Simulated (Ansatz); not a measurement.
Rock-salt SnTe (cubic form, which distorts at low temperature) was calculated with PBE (Ansatz, a quantum-chemistry and plane-wave program, plane waves, PAW).

Numerical settings: plane-wave cutoff 500 eV, 12×12×12 k mesh, Fermi–Dirac smearing 0.05 eV, scalar-relativistic PAW data made under PBE.

Cell (relaxed at this level):

Space group Fm-3m (No. 225); a = b = c = 6.411 Å, α = β = γ = 90.00°

```csv
atom,site,symmetry,x,y,z
Sn,4a,m-3m,0.0000,0.0000,0.0000
Te,4b,m-3m,0.5000,0.5000,0.5000
```
(The calculation used a cell of 2 atoms; values per cell refer to that cell.)

Task: Estimate the band gap that the calculation returns.

Result: 
* **band gap**: 0.05 eV (under three smearing widths, so not firm)

Measured, for comparison: band gap 0.3 eV (4 K, zero-point motion not removed, bulk gap, ARPES or transport; rounded; as tabulated in Ando (2013), arXiv:1304.5693).

Note: symmetry holds this phase in the static calculation, where it need not be a minimum.

Spin–orbit coupling is not included; with these elements it can move the gap by several tenths of an eV or more.

Static lattice: no zero-point or thermal effects.

It cost about 40 core-seconds (a rough figure) of CPU time.
